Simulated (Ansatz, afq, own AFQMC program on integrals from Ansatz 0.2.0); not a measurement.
## SiNH$_{3}$⁺, doublet: AFQMC among the cluster methods

```xyz
5

N    -0.3082   -0.4693    0.1008
Si    0.0655    1.1719    0.4457
H     0.1466   -1.0662   -0.5832
H    -1.0468   -0.9612    0.5944
H     1.1928    1.2511   -0.5992
```

Connectivity, by distances: NH2–SiH.

Basis def2-TZVP. Noble-gas cores (and the filled d shells of Ga–Kr and In–Xe) are frozen. Integrals, coupled cluster, full CI and functionals: Ansatz 0.2.0; the random walks run on the same integrals in our own AFQMC program. The CISD trial takes its coefficients from CCSD amplitudes. Released means that phaseless walkers are propagated on without the constraint, phases kept. Error bars are statistical, one sigma.

Determinant: UHF, the one that the program's search chose, which needn't be the lowest solution. The geometry is a PBE0/def2-SVP stationary point of this or a neighbouring charge and spin state.

No full CI on the walks' own integrals is used here; CCSDT(Q) serves as the reference and is uncertain by about the last step of the cluster series.

```
T1 diagnostic                               : 0.0226
weight of the determinant in the CISD state : 0.877
⟨S²⟩ of the determinant                     : 0.775
size of the correlated space                : 11 electrons in 80 orbitals
```

Reference: CCSDT(Q), correlation energy -8.757 eV. The released energy is read at 2.40 1/Eh (meV from the phaseless value at times in 1/Eh: -6 ± 5 at 0.24, -9 ± 5 at 0.51, -9 ± 6 at 0.99, -1 ± 7 at 1.62, -12 ± 8 at 2.40).

```json
{"level": "HF", "E − E(reference) (kcal/mol)": "201.93", "share of correlation (%)": "0.00"}
{"level": "MP2", "E − E(reference) (kcal/mol)": "23.03", "share of correlation (%)": "88.59"}
{"level": "CCSD", "E − E(reference) (kcal/mol)": "8.96", "share of correlation (%)": "95.56"}
{"level": "CCSD(T)", "E − E(reference) (kcal/mol)": "1.06", "share of correlation (%)": "99.47"}
{"level": "CCSDT", "E − E(reference) (kcal/mol)": "0.52", "share of correlation (%)": "99.74"}
{"level": "ph-AFQMC/CISD", "E − E(reference) (kcal/mol)": "0.30 ± 0.16", "share of correlation (%)": "99.85"}
{"level": "released AFQMC", "E − E(reference) (kcal/mol)": "0.02 ± 0.18", "share of correlation (%)": "99.99"}
```

Released energies are given only where the last usable release times agree within the noise; a slower fall can still hide under it.
